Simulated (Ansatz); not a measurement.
**NH3 (ammonia): the energy, rung by rung**

The species is NH3 (4 atoms), meant as a singlet with charge 0. As SMILES, `N`. Geometry: optimised at B3LYP/def2-SVP.

Each level gives the adiabatic electron affinity (to the doublet anion, shapes relaxed at B3LYP/def2-SVP, no zero-point term) (eV). The values are calculated.

The electron affinity is E(neutral) − E(anion): positive where the electron is bound.

| level | kind | program | value (eV) | less CCSD(T)/def2-TZVPP |
| --- | --- | --- | --- | --- |
| HF/def2-TZVPP | Hartree–Fock | Ansatz | -3.36 | -0.61 |
| SVWN5/def2-TZVPP | LDA | Ansatz | -2.27 | +0.48 |
| PBE/def2-TZVPP | GGA | Ansatz | -2.39 | +0.36 |
| r2SCAN/def2-TZVPP | meta-GGA | Ansatz | -2.47 | +0.28 |
| B3LYP/def2-TZVPP | global hybrid | Ansatz | -2.44 | +0.31 |
| CAM-B3LYP/def2-TZVPP | range-separated hybrid | Ansatz | -2.57 | +0.18 |
| MP2/def2-TZVPP | perturbation theory | Ansatz | -2.77 | -0.02 |
| CCSD(T)/def2-TZVPP | coupled cluster or CI | Ansatz | -2.75 | 0.00 |

Differences are taken from CCSD(T)/def2-TZVPP for orientation; it has basis-set and higher-order errors of its own. The values span -3.36 to -2.27 eV. Negative values mean that the anion is unbound at that level; they are set by how diffuse the basis is and aren't properties of the molecule.
